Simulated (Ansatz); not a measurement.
The cluster Si2Cl. Total charge 0; doublet. Geometry r2SCAN-D4/def2-TZVP; atoms count from 1.

```xyz
3

Si   -0.0265   -0.0098    0.0151
Si    1.7239    0.6570   -1.0127
Cl   -1.6975   -0.6471    0.9976
```

The structure comes from a short search, and lower isomers may exist.

Problem. Estimate the Mulliken populations from the PBE0/def2-TZVP orbitals of Ansatz.

Solution. 
```csv
atom,charge (e),spin (α − β)
Si1,0.18,0.50
Si2,-0.05,0.47
Cl3,-0.13,0.03
```
Mulliken values and Mayer orders depend strongly on the basis.

Problem. Where does the spin sit?

Solution. Summed by element: Si 0.97, Cl 0.03, of 1 unpaired in all. Largest on single atoms: Si1 0.50, Si2 0.47, Cl3 0.03.

Problem. And the Mayer bond orders between bonded heavy atoms (over 0.3)?

Solution. Si1–Si2 2.31 (2.14 Å); Si1–Cl3 1.21 (2.04 Å).
